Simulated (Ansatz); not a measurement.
**Smallest direct gap on the k points sampled of Cs2AgSbCl6 (Fm-3m, No. 225) at several levels of theory**

No measured value is used here.

| level (code) | value (eV) |
|---|---|
| LDA (Ansatz) | 2.25 |
| PBEsol (Ansatz) | 2.30 |
| r²SCAN (Ansatz) | 2.71 |
| HSE06+SOC (Ansatz) | 3.29 |
| PBE0 (Ansatz) | 4.05 |

At these levels the smallest gap is indirect and lower: LDA 1.14, PBEsol 1.20, r²SCAN 1.64, HSE06+SOC 2.16, PBE0 2.87 eV. Computed values are for a static lattice. Spin–orbit coupling is included only where a level's name says +SOC; with heavier elements it mostly lowers gaps and can invert bands.  Values are at the measured cell. Cutoffs and k meshes differ between the levels. Ansatz's density-functional and Hartree–Fock values are scalar-relativistic unless marked +SOC, with PAW data made under PBE.

Ansatz is a program for electronic structure.
